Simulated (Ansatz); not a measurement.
**One shape, several levels: singlet CH5OSi+**

We compute a comparison of 6 runs (HF/3-21G, HF/def2-SVPD, B3LYP/6-31G*, B2PLYP/def2-SVPD, BHLYP/def2-SVPD, CCSD(T)/def2-SVPD) of singlet CH5OSi+. 

The calculation is run with Ansatz 0.2.0.

54 further runs of the same task are left out: 54 set aside as unsound or not needed.

## 1. The system as given

CH5OSi+: 8 atoms, total charge +1, spin state singlet. As SMILES of the parent species, `[CH2][SiH2]O`. Geometry: relaxed at PBE0-D4/def2-TZVP. This is one conformer, not always the lowest. That shape belongs to the parent species and isn't relaxed for this state.

Bond lengths: C1–Si2 1.840 Å, Si2–O3 1.650 Å, C1–H4 1.086 Å, C1–H5 1.087 Å, Si2–H6 1.485 Å, Si2–H7 1.490 Å, O3–H8 0.958 Å. Angles: C1–Si2–O3 112.2°, C1–Si2–H6 111.4°, C1–Si2–H7 108.0°, O3–Si2–H6 104.2°, O3–Si2–H7 111.6°, Si2–C1–H4 122.8°, Si2–C1–H5 122.5°, Si2–O3–H8 117.1°, H6–Si2–H7 109.4°, H4–C1–H5 114.6°.

## 2. A single-point energy at HF/3-21G (run 1)

File molecule.yaml:

```yaml
crystal:
  periodic: [false, false, false]
  atoms:
    - {symbol: C, position_ang: [-0.861500, 0.517800, -0.791400]}
    - {symbol: Si, position_ang: [0.654000, -0.005200, 0.111100]}
    - {symbol: O, position_ang: [0.302800, -0.724400, 1.554400]}
    - {symbol: H, position_ang: [-0.970800, 0.416800, -1.867000]}
    - {symbol: H, position_ang: [-1.703100, 0.991500, -0.293300]}
    - {symbol: H, position_ang: [1.495600, 1.161100, 0.480600]}
    - {symbol: H, position_ang: [1.431000, -0.912300, -0.779800]}
    - {symbol: H, position_ang: [-0.255800, -1.502300, 1.529400]}
basis:
  gaussian: {orbitals: 3-21G.json}
total_charge: 1
hamiltonian: {xc: hf}
accuracy: high
output: {orbitals: {seedname: orbitals}}
```

The basis set 3-21G is read from a file made from the Basis Set Exchange's data (not shown).

Started as:

```sh
$ ansatz run molecule.yaml --threads 1 --pin off --max-ram 3480MiB --events-out events.jsonl --progress --plain --runs-dir runs
```

The log of the run:

```text
Warning: RAYON_NUM_THREADS=1 ignored (pool sized by the plan → 1); use --threads N
Functional definition: HF
  name "HF"
  exchange = exact_x
  correlation = 0
929 factors; integrals over basis functions are off by at most 9.8e-9 eV
mean field evaluation 1: about -10935.7286 eV, gradient 5.1e1 eV
mean field evaluation 2: about -10935.7240 eV, gradient 5.1e1 eV
mean field evaluation 4: about -10940.5097 eV, gradient 2.5e0 eV
mean field evaluation 8: about -10940.5529 eV, gradient 2.0e-1 eV
mean field -10940.55362422 eV, -402.0579299164 hartree, gradient 3.9e-8 eV, S^2 0.000000; 0 other end points of the search recorded, 0 dependent functions left out
reference -10940.55362422 eV, -402.0579299164 hartree; 16, 16 occupied and 25, 25 virtual orbitals, 929 factors
Total energy: -10940.55362422 eV, -402.0579299164 hartree
```

It took 0.44 s on 1 thread of AMD EPYC 7R43 (Zen 3), shared host.

## 3. A single-point energy at HF/def2-SVPD (run 2)

molecule.yaml, as its differences from that of step 2:

```diff
@@ -12,3 +12,3 @@
 basis:
-  gaussian: {orbitals: 3-21G.json}
+  gaussian: {orbitals: def2-SVPD}
 total_charge: 1
```

Started as:

```sh
$ ansatz run molecule.yaml --threads 1 --pin off --max-ram 3480MiB --events-out events.jsonl --progress --plain --runs-dir runs
```

The log of the run:

```text
Warning: RAYON_NUM_THREADS=1 ignored (pool sized by the plan → 1); use --threads N
[... 4 set-up lines as earlier in the session ...]
2124 factors; integrals over basis functions are off by at most 3.5e-9 eV
mean field evaluation 1: about -10989.2080 eV, gradient 5.5e1 eV
mean field evaluation 2: about -10989.2140 eV, gradient 5.5e1 eV
mean field evaluation 4: about -10995.3444 eV, gradient 3.7e0 eV
mean field evaluation 8: about -10995.4286 eV, gradient 9.9e-2 eV
mean field -10995.42879017 eV, -404.0745550693 hartree, gradient 5.6e-8 eV, S^2 0.000000; 0 other end points of the search recorded, 0 dependent functions left out
reference -10995.42879017 eV, -404.0745550693 hartree; 16, 16 occupied and 91, 91 virtual orbitals, 2124 factors
Total energy: -10995.42879017 eV, -404.0745550693 hartree
```

It took 3.6 s on 1 thread of AMD EPYC 7R43 (Zen 3), shared host; peak memory 0.3 GiB.

## 4. The energy at B3LYP/6-31G(d) (Cartesian functions) (run 3)

molecule.yaml, as its differences from that of step 3:

```diff
@@ -12,5 +12,5 @@
 basis:
-  gaussian: {orbitals: def2-SVPD}
+  gaussian: {orbitals: "6-31G*"}
 total_charge: 1
-hamiltonian: {xc: hf}
+hamiltonian: {xc: {name: B3LYP}}
 accuracy: high
```

Started as:

```sh
$ ansatz run molecule.yaml --threads 1 --pin off --max-ram 3480MiB --events-out events.jsonl --progress --plain --runs-dir runs
```

The log of the run:

```text
Warning: RAYON_NUM_THREADS=1 ignored (pool sized by the plan → 1); use --threads N
Functional definition: B3LYP
  name "B3LYP"
  parameter a0 = 0.2
  parameter ax = 0.72
  parameter ac = 0.81
  exchange = (1 - a0 - ax)*slater_x + ax*b88_x + a0*exact_x
  correlation = (1 - ac)*vwn_rpa_c + ac*lyp_c
1316 factors; integrals over basis functions are off by at most 3.9e-9 eV
mean field evaluation 1: about -11021.4921 eV, gradient 8.0e1 eV
mean field evaluation 2: about -10942.8476 eV, gradient 1.7e2 eV
mean field evaluation 4: about -11032.4126 eV, gradient 1.6e1 eV
mean field evaluation 8: about -11033.1485 eV, gradient 2.5e-1 eV
mean field evaluation 16: about -11033.1487 eV, gradient 3.4e-5 eV
mean field -11033.14870773 eV, -405.4607364722 hartree, gradient 1.7e-8 eV, S^2 0.000000; 0 other end points of the search recorded, 0 dependent functions left out
reference -11033.14874332 eV, -405.4607377803 hartree; 16, 16 occupied and 43, 43 virtual orbitals, 1316 factors
Total energy: -11033.14874332 eV, -405.4607377803 hartree
```

Run time: 3.9 s. Hardware: 1 thread of AMD EPYC 7R43 (Zen 3), shared host; peak memory 0.18 GiB.

Runs 4 to 5 aren't shown in full; the table further down has their settings and results.

## 5. A single-point energy at CCSD(T)/def2-SVPD (run 6)

File input.yaml:

```yaml
crystal:
  periodic: [false, false, false]
  atoms:
    - {symbol: C, position_ang: [-0.861500, 0.517800, -0.791400]}
    - {symbol: Si, position_ang: [0.654000, -0.005200, 0.111100]}
    - {symbol: O, position_ang: [0.302800, -0.724400, 1.554400]}
    - {symbol: H, position_ang: [-0.970800, 0.416800, -1.867000]}
    - {symbol: H, position_ang: [-1.703100, 0.991500, -0.293300]}
    - {symbol: H, position_ang: [1.495600, 1.161100, 0.480600]}
    - {symbol: H, position_ang: [1.431000, -0.912300, -0.779800]}
    - {symbol: H, position_ang: [-0.255800, -1.502300, 1.529400]}
basis:
  gaussian:
    orbitals: def2-SVPD
total_charge: 1
correlation:
  method: ccsd_t
  frozen_orbitals: {C: 1, H: 0, O: 1, Si: 5}
accuracy: high
scf:
  omitted_lower_state_checks: [cluster_reference, increment]
```

Started as:

```sh
$ ansatz run input.yaml --threads 1 --pin off --max-ram 3480MiB --events-out events.jsonl --progress --plain --runs-dir runs
```

The log of the run:

```text
Warning: RAYON_NUM_THREADS=1 ignored (pool sized by the plan → 1); use --threads N
[... 11 lines left out ...]
7 core orbitals not correlated: weight in the atoms' cores, before any rotation towards them, 1.000 or more for the frozen orbitals, at most 0.000 for the correlated occupied ones
[... 35 lines left out ...]
Total energy: -11007.92905467 eV, -404.5339313170 hartree
Checks for a lower state left out: cluster_reference, increment
```

Wall time 33 s (1 thread of AMD EPYC 7R43 (Zen 3), shared host); peak memory 0.91 GiB.

## 6. All runs side by side

```
run                               level  Cartesian functions  frozen core orbitals  energy (Eh)  HOMO energy (eV)  LUMO energy (eV)  HOMO–LUMO gap (eV)  wall time
  1                            HF/3-21G                   no                     –  -402.057930            -17.70             -7.65               10.05     0.44 s
  2                        HF/def2-SVPD                   no                     –  -404.074555            -18.02             -7.51               10.51      3.6 s
  3  B3LYP/6-31G* (Cartesian functions)                  yes                     –  -405.460738            -14.20            -11.82                2.39      3.9 s
  4                    B2PLYP/def2-SVPD                   no                     7  -405.052767            -15.88            -10.25                5.62       14 s
  5                     BHLYP/def2-SVPD                   no                     –  -405.228465            -15.93            -10.62                5.31       11 s
  6                   CCSD(T)/def2-SVPD                   no                     7  -404.533931                 –                 –                   –       33 s
```

## 7. Results

| quantity | value |
| --- | --- |
| run 6: total energy | -404.53393 Eh |
| run 6: correlation energy (7 core orbitals frozen) | -459.4 mEh |
| run 6: (T) correction | -12.36 mEh |
| run 6: T1 diagnostic | 0.026 |

**Reading.** Over runs 1, 2, 3, 4, 5 the HOMO–LUMO gap runs from 2.39 eV (B3LYP/6-31G*) to 10.51 eV (HF/def2-SVPD). The two ends differ in method and basis. Totals of different functionals can't be ranked against each other. All runs together took 66 s, the longest 33 s.
